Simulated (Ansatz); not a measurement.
# NOSi: the cost of one run

Computed with Ansatz 0.2.0, Gaussian basis. Level: def2-QZVPP, all electrons in the functionals, frozen cores in the correlation of double hybrids and RPA.

Plan: wB97M-V, B2PLYP, at charge 0, quartet; charge 0, doublet; charge 0, sextet; charge 1, triplet; charge 1, quintet.

### 1 What is computed

The geometry is a PBE0/def2-TZVP stationary point (not a proven minimum).

3 atoms, charge 0, spin multiplicity 4.

Atoms are counted from 1 here; the program's logs count them from 0.

Bond lengths: N1–O2 1.289 Å, O2–Si3 1.710 Å. Angles: N1–O2–Si3 128.1°.

As a file:

```xyz
3

N     0.0000   -0.2948    1.5973
O     0.0000    0.4274    0.5298
Si    0.0000   -0.0965   -1.0984
```

No dispersion term is added; wB97M-V holds VV10 nonlocal correlation.

The geometry shown and the zero of energy belong to the point charge 0, quartet. The yardstick, UCCSD(T), and other wave-function levels (R restricted, U unrestricted, valence and pair active spaces) come from earlier runs.

### 2 wB97M-V, charge 0, quartet

Contents of in.yaml:

```yaml
crystal:
  periodic: [false, false, false]
  atoms:
    - {symbol: N, position_ang: [0.000000, -0.294753, 1.597255]}
    - {symbol: O, position_ang: [0.000000, 0.427443, 0.529787]}
    - {symbol: Si, position_ang: [0.000000, -0.096502, -1.098380]}
basis:
  gaussian: {orbitals: "def2-QZVPP.json"}
magnetization: {spin_polarized: true, initial_magnetization: 3}
hamiltonian: {xc: {name: wB97M-V}}
output: {orbitals: {seedname: orbitals}}
```

Started as:

```console
ansatz run in.yaml --threads 1 --pin off --events-out ev --progress --plain --max-ram 2393MiB
```

Q: Estimate wall time and peak memory on 1 thread of Arm Neoverse V1, shared host.

About 40 s, with a peak of 0.58 GiB.
